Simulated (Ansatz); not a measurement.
# H₄NPSi: taking an electron away

An exercise on one series of results from a longer session: the logs are not shown, and one member is left open.

Computed with Ansatz 0.2.0, Gaussian basis. Level: unrestricted cation, the program's frozen cores in correlated methods.

The runs, in order: UKS PBE-D4/def2-TZVPP; UKS r2SCAN-D4/def2-TZVPP; UKS PBE0-D4/def2-TZVPP; UKS B3LYP-D4/def2-TZVPP; UKS wB97X-V/def2-TZVPP; UKS wB97M-V/def2-TZVPP; UKS B2PLYP/def2-TZVPP; UHF-CCSD(T)/def2-TZVPP; UHF-MP2/def2-QZVPP; extrapolation to the limit; then −ε(HOMO) from the neutral's earlier runs with LDA (SPW92), PBE-D4, revPBE-D4, BLYP-D4, r2SCAN-D4, B97M-V, PBE0-D4, B3LYP-D4, r2SCANh-D4, r2SCAN0-D4, HSE06-D4, BHLYP-D4, CAM-B3LYP-D4, LC-ωPBE, ωB97X-V, ωB97M-V.

### The relaxed structure

All runs share one geometry, relaxed beforehand with PBE0-D4 in a triple-zeta def2 set.

SMILES `N1[SiH2]P1`, 7 atoms, charge 0, spin multiplicity 1.

Atoms are counted from 1 here; the program's logs count them from 0.

Bond lengths: N1–Si2 1.710 Å, N1–P3 1.775 Å, N1–H4 1.007 Å, Si2–P3 2.191 Å, Si2–H5 1.483 Å, Si2–H6 1.479 Å, P3–H7 1.441 Å. Angles: Si2–N1–P3 77.9°, Si2–N1–H4 134.2°, P3–N1–H4 124.0°, N1–Si2–P3 52.4°, N1–Si2–H5 119.3°, N1–Si2–H6 116.6°, P3–Si2–H5 119.1°, P3–Si2–H6 123.9°, H5–Si2–H6 112.5°, N1–P3–Si2 49.7°, N1–P3–H7 101.2°, Si2–P3–H7 91.3°.

Set-up of the first run:

Input file in.yaml:

```yaml
crystal:
  periodic: [false, false, false]
  atoms:
    - {symbol: N, position_ang: [-0.793014, -0.713144, 0.091478]}
    - {symbol: Si, position_ang: [-0.048347, 0.821659, 0.215425]}
    - {symbol: P, position_ang: [0.837843, -1.134753, 0.649835]}
    - {symbol: H, position_ang: [-1.280249, -1.198874, -0.643264]}
    - {symbol: H, position_ang: [0.352774, 1.536324, -1.019982]}
    - {symbol: H, position_ang: [-0.579495, 1.733940, 1.251205]}
    - {symbol: H, position_ang: [1.571688, -1.113153, -0.590198]}
basis:
  gaussian: {orbitals: def2-TZVPP}
total_charge: 1
magnetization: {spin_polarized: true, initial_magnetization: 1}
hamiltonian: {xc: pbe, dispersion: d4}
```

On the command line:

```console
> ansatz run in.yaml --threads 2 --pin off --events-out ev --progress --plain --max-ram 4352MiB
```

Steps of the session up to this table: Cation, UKS PBE-D4/def2-TZVPP; Cation, UKS r2SCAN-D4/def2-TZVPP; Cation, UKS PBE0-D4/def2-TZVPP; Cation, UKS B3LYP-D4/def2-TZVPP; Cation, UKS wB97X-V/def2-TZVPP; Cation, UKS wB97M-V/def2-TZVPP; Cation, UKS B2PLYP (frozen core)/def2-TZVPP; Cation, UHF-CCSD(T)/def2-TZVPP; Cation, UHF-MP2/def2-QZVPP.

One table of the session follows, with a row left open; its other results are not shown here.

It belongs to the step «Ionisation energies side by side». For comparison, −ε(HOMO) of the neutral from earlier runs:

```
  functional  −ε(HOMO) (eV)
 LDA (SPW92)           5.70
      PBE-D4           5.59
   revPBE-D4           5.54
     BLYP-D4           5.43
   r2SCAN-D4           5.80
      B97M-V           5.89
     PBE0-D4           6.72
    B3LYP-D4           6.49
  r2SCANh-D4           6.22
  r2SCAN0-D4           6.85
    HSE06-D4              ?
    BHLYP-D4           7.69
CAM-B3LYP-D4           7.96
     LC-ωPBE           9.28
     ωB97X-V           8.95
     ωB97M-V           8.81
```

**Question.** Estimate the row for HSE06-D4.

As computed: −ε(HOMO) (eV): 6.32. In the column «−ε(HOMO) (eV)» it lies between r2SCANh-D4 (6.22) and B3LYP-D4 (6.49).
